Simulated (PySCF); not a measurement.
## Bond length, frequency and bond energy of NaLi by level of theory

State: ¹Σ⁺ (singlet), closed shell. Set-up: basis Na jorge-DZP-DKH, Li jorge-DZP-DKH; spin-free X2C with a Gaussian nucleus; PySCF 2.14. De refers to Na + Li in their ground configurations, without counterpoise correction. A positive dipole means Na(−)Li(+).

```tsv
Level	Re (Å)	ωe (cm⁻¹)	De (eV)	μ (D)
RHF-MP2	2.950	250	0.59	n/a
RHF-SCS-MP2	2.952	249	0.68	n/a
RHF-CCSD	2.929	249	0.85	n/a
RHF-CCSD(T)	2.927	249	0.86	n/a
PBE	2.916	247	0.80	-0.23
PW91	2.915	247	0.84	-0.30
r²SCAN	2.949	247	0.69	-0.27
PBE0	2.917	253	0.74	-0.38
MN15	2.770	295	1.04	0.73
B2PLYP	2.901	253	0.78	-0.23
```

**Question.** Which functional lies closest to RHF-CCSD(T) in De, which farthest, and by how much do they differ from it?

**Answer.** Closest is PW91 (-1.2 pm in Re, -0.8 % in ωe, -0.02 eV in De against RHF-CCSD(T) in the same basis), farthest MN15 (-15.7 pm in Re, +18.5 % in ωe, +0.18 eV in De). CCSD(T) converges more slowly with the basis than the functionals do and binds too weakly in this one, so the order can change at the basis-set limit.

**Question.** What does the triples do here, going from RHF-CCSD to RHF-CCSD(T)?

**Answer.** RHF-CCSD(T) less RHF-CCSD: -0.2 pm in Re, +0.0 % in ωe, +0.01 eV in De. Correlation nearly always deepens the well. The bond shortens, as in weak, metallic or heavy-atom bonds, where dispersion and the correlation of outer-core electrons pull the atoms together.

Correlated steps freeze 1 core orbital. Closed-shell solutions of metal pairs were not tested for spin polarisation, which can lower them a little. Correlated levels converge slowly with the basis: in double zeta they bind strong bonds too weakly, by up to about 1 eV, and carry superposition errors of some tenths. Where the molecule has an RHF reference, its open-shell atoms are computed with UHF. B2PLYP dipoles, levels and charges come from its SCF part alone.

The whole job (state search and all levels along the bond) took about 1.1 min on 1 thread of Arm Neoverse N1 (shared host), peak memory 0.44 GiB.
